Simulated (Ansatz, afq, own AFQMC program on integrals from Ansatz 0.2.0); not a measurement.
# Where AFQMC and coupled cluster stand for CH4Si, singlet

```xyz
6

C    -0.7161   -0.5302   -0.2566
Si    0.6027    0.4461    0.2158
H    -1.3936   -0.9848    0.4718
H    -0.9377   -0.7407   -1.3067
H     0.9145    0.7397    1.6384
H     1.5302    1.0700   -0.7627
```

Connectivity, by distances: CH2–SiH2.

Basis def2-TZVP. Only valence electrons are correlated. AFQMC by an in-house program on the Cholesky factors that Ansatz 0.2.0 writes for its CCSD(T) run. ph-AFQMC/CISD is guided by a CISD state made of CCSD amplitudes; releasing the constraint for a short imaginary time cuts its bias at the price of noise, slowly where states lie close. Uncertainties: one standard error, sampling alone.

Determinant: RHF, the one that the program's search chose, which needn't be the lowest solution. The geometry is a PBE0/def2-SVP stationary point of this or a neighbouring charge and spin state.

No full CI on the walks' own integrals is used here; CCSDT(Q) serves as the reference and is uncertain by about the last step of the cluster series.

Cautions: restricted determinant unstable towards unrestricted (UHF 45 meV lower, ⟨S²⟩ 0.27).

```
T1 diagnostic                               : 0.0150
weight of the determinant in the CISD state : 0.856
size of the correlated space                : 12 electrons in 86 orbitals
```

| level | correlation energy (eV) |
| --- | --- |
| MP2 | -7.7220 |
| CCSD | -8.5912 |
| CCSD(T) | -8.9700 |

Problem. Estimate where phaseless AFQMC with a CISD trial lies against CCSD(T) on the same integrals.

Solution. 3.5 ± 0.5 kJ/mol below CCSD(T).

Reference: CCSDT(Q), correlation energy -9.021 eV. The released energy is read at 2.40 1/Eh (meV from the phaseless value at times in 1/Eh: -5 ± 6 at 0.24, -10 ± 6 at 0.51, -12 ± 3 at 0.99, -7 ± 5 at 1.62, -8 ± 8 at 2.40).

```
         level  E − E(reference) (kJ/mol)  share of correlation (%)
       CCSD(T)                        4.9                     99.44
         CCSDT                        2.4                     99.73
 ph-AFQMC/CISD                  1.3 ± 0.5                     99.85
released AFQMC                  0.5 ± 0.8                     99.94
```

Released energies are given only where the last usable release times agree within the noise; a slower fall can still hide under it.
